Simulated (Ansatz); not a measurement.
**Al₂H₂ (singlet): the correlation ladder at scale of all distances = 1.317, 6-31G**

The task here is to estimate one member of a computed series from the others.

Computed with Ansatz 0.2.0, Gaussian basis. Level: 6-31G, core rule «outside noble gas», up to 10 orbitals frozen.

The runs, in order: UHF; CCSD(T) on RHF; BCCD(T) on RHF; CISD; CCSDT(Q) on RHF; CCSDTQ on RHF; CASSCF and MRCISD+Q, 2 electrons in 2 orbitals; CASSCF and NEVPT2, 2 electrons in 2 orbitals; CASSCF and MRCISD+Q, 8 electrons in 10 orbitals; CASSCF and NEVPT2, 8 electrons in 10 orbitals; Full CI.

20 further runs of the same task are left out: 1 for a mislabelled method, 1 for a known fault of the program, 13 that didn't finish, 5 set aside as unsound or not needed.

## The system

The geometry derives from a PBE0/def2-TZVP stationary point (not a proven minimum). All distances are scaled together.

4 atoms, charge 0, spin multiplicity 1.

Atoms are counted from 1 here; the program's logs count them from 0.

No contacts short enough for the rule that draws bonds.

As a file:

| atom | x (Å) | y (Å) | z (Å) |
| --- | --- | --- | --- |
| Al1 | 0.0000 | 0.1218 | 1.6656 |
| Al2 | 0.0000 | -0.0254 | -1.8002 |
| H3 | 0.0000 | -0.9064 | 3.5300 |
| H4 | 0.0000 | -1.6740 | 0.0721 |

Set-up of the first run:

Input file in.yaml:

```yaml
crystal:
  periodic: [false, false, false]
  atoms:
    - {symbol: Al, position_ang: [0.000000, 0.121810, 1.665643]}
    - {symbol: Al, position_ang: [0.000000, -0.025416, -1.800208]}
    - {symbol: H, position_ang: [0.000000, -0.906362, 3.530047]}
    - {symbol: H, position_ang: [0.000000, -1.674017, 0.072120]}
basis:
  gaussian: {orbitals: 6-31G}
magnetization: {spin_polarized: true, initial_magnetization: 0}
hamiltonian: {xc: hf}
output: {orbitals: {seedname: orbitals}}
```

Launch:

```
$ ansatz run in.yaml --threads 1 --pin off --events-out ev --progress --plain --max-ram 2393MiB
```

Among the steps run: UHF; CCSD(T) on RHF; BCCD(T) on RHF; CISD; CCSDT(Q) on RHF; CCSDTQ on RHF; CASSCF and MRCISD+Q, 2 electrons in 2 orbitals; CASSCF and NEVPT2, 2 electrons in 2 orbitals; CASSCF and MRCISD+Q, 8 electrons in 10 orbitals; CASSCF and NEVPT2, 8 electrons in 10 orbitals; Full CI.

One of the session's tables, all rows but one given; the rest of the session is left out.

It belongs to the step «Misses and costs». 

| method | from FCI (kcal/mol) |
| --- | --- |
| RHF | +72.62 |
| RMP2 | +27.67 |
| CISD | +9.32 |
| RCCSD | +2.97 |
| RCCSD(T) | +1.10 |
| BCCD(T) | +1.11 |
| RCCSDT | +0.25 |
| RCCSDT(Q) | +0.05 |
| RCCSDTQ | +0.01 |
| CASSCF pair | +58.21 |
| NEVPT2 pair | ? |
| MRCISD pair | +6.11 |
| MRCISD+Q pair | -0.53 |
| CASSCF valence | +12.72 |
| NEVPT2 valence | +3.65 |
| MRCISD valence | +0.50 |
| MRCISD+Q valence | +0.24 |
| FCI | 0 |

Estimate the missing values for NEVPT2 pair.

**Answer.** from FCI (kcal/mol): +22.87. In the column «from FCI (kcal/mol)» it lies between CASSCF valence (+12.72) and RMP2 (+27.67).

To keep in mind: MRCISD+Q pair falls below full CI: the +Q correction isn't variational, and the cores differ from full CI's.
